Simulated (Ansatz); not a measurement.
in.yaml

```yaml
crystal:
  periodic: [false, false, false]
  atoms:
    - {symbol: P, position_ang: [0.000000, 0.043399, 1.117930]}
    - {symbol: S, position_ang: [0.000000, -0.079900, -1.032538]}
    - {symbol: H, position_ang: [0.000000, 1.208188, -1.506193]}
basis:
  gaussian: {orbitals: 6-31G}
hamiltonian: {pseudopotentials: {relativity: scalar}}
correlation: {method: fic_mrcisd_q, electrons: all, active_space: {window: {electrons: 12, orbitals: 7}}}
```

```sh
$ ansatz run in.yaml --threads 1 --pin off --events-out ev --progress --plain --max-ram 2393MiB
```

Log:

```
319 factors; integrals over basis functions are off by at most 3.0e-4 eV
mean field evaluation 1: about -20146.4853 eV, gradient 8.6e0 eV
mean field evaluation 2: about -20146.4893 eV, gradient 8.6e0 eV
mean field evaluation 4: about -20146.9151 eV, gradient 8.8e-1 eV
mean field evaluation 8: about -20146.9260 eV, gradient 2.1e-2 eV
mean field evaluation 16: about -20146.3515 eV, gradient 2.9e0 eV
mean field -20146.92597086 eV, -740.3858733522 hartree, gradient 1.9e-6 eV, S^2 0.000000; 4 other end points of the search recorded, 0 dependent functions left out; unrestricted orbitals would lower it
reference -20146.92597086 eV, -740.3858733522 hartree; 16, 16 occupied and 12, 12 virtual orbitals, 319 factors
state -20147.47132624 eV, -740.4059147928 hartree
contracted CI cycle   1: correlation 0.00000000 eV, 0.0000000000 hartree, residual 1.29e1 eV
contracted CI cycle   2: correlation -2.52336384 eV, -0.0927319106 hartree, residual 3.45e0 eV
contracted CI cycle   3: correlation -2.73832967 eV, -0.1006317593 hartree, residual 1.06e0 eV
contracted CI cycle   4: correlation -2.76636697 eV, -0.1016621110 hartree, residual 4.25e-1 eV
contracted CI cycle   5: correlation -2.77123166 eV, -0.1018408850 hartree, residual 2.47e-1 eV
contracted CI cycle   6: correlation -2.77267815 eV, -0.1018940428 hartree, residual 1.27e-1 eV
contracted CI cycle   7: correlation -2.77325844 eV, -0.1019153679 hartree, residual 8.52e-2 eV
contracted CI cycle   8: correlation -2.77353454 eV, -0.1019255143 hartree, residual 5.75e-2 eV
contracted CI cycle   9: correlation -2.77361453 eV, -0.1019284540 hartree, residual 2.73e-2 eV
contracted CI cycle  10: correlation -2.77362756 eV, -0.1019289327 hartree, residual 9.18e-3 eV
contracted CI cycle  11: correlation -2.77362916 eV, -0.1019289917 hartree, residual 3.25e-3 eV
contracted CI cycle  12: correlation -2.77362937 eV, -0.1019289993 hartree, residual 1.23e-3 eV
state -20147.47132624 eV, -740.4059147928 hartree; corrected -20150.49947481 eV, -740.5171972001 hartree
state -20147.35461225 eV, -740.4016256326 hartree
contracted CI cycle   1: correlation 0.00000000 eV, 0.0000000000 hartree, residual 1.35e1 eV
contracted CI cycle   2: correlation -2.67574640 eV, -0.0983318664 hartree, residual 3.19e0 eV
contracted CI cycle   3: correlation -2.88792323 eV, -0.1061292213 hartree, residual 8.60e-1 eV
contracted CI cycle   4: correlation -2.90390140 eV, -0.1067164083 hartree, residual 2.43e-1 eV
contracted CI cycle   5: correlation -2.90507288 eV, -0.1067594594 hartree, residual 8.51e-2 eV
contracted CI cycle   6: correlation -2.90516862 eV, -0.1067629774 hartree, residual 3.03e-2 eV
contracted CI cycle   7: correlation -2.90517954 eV, -0.1067633790 hartree, residual 9.11e-3 eV
contracted CI cycle   8: correlation -2.90518073 eV, -0.1067634226 hartree, residual 3.22e-3 eV
contracted CI cycle   9: correlation -2.90518084 eV, -0.1067634268 hartree, residual 1.21e-3 eV
state -20147.35461225 eV, -740.4016256326 hartree; corrected -20150.47413803 eV, -740.5162660906 hartree
state -20147.47132624 eV, -740.4059147928 hartree; corrected -20150.49947481 eV, -740.5171972001 hartree
1 active orbitals were swapped for others, from the solution at -20147.35460562 eV, -740.4016253892 hartree to that at -20147.47130606 eV, -740.4059140511 hartree; typed "places" are swapped only where nearly empty or full, and so, without "given_window_search", are "orbital_numbers", "shells" and a window whose orbitals a file names under [Active]
Total energy: -20150.49947481 eV, -740.5171972001 hartree
Relativity: scalar
```

Natural occupations: 2.0000 2.0000 1.9999 1.9998 1.9994 1.9697 0.0313.

Ran on 1 thread of Intel Xeon 6975P-C, shared host: 2 s wall, 0.18 GiB peak host memory.
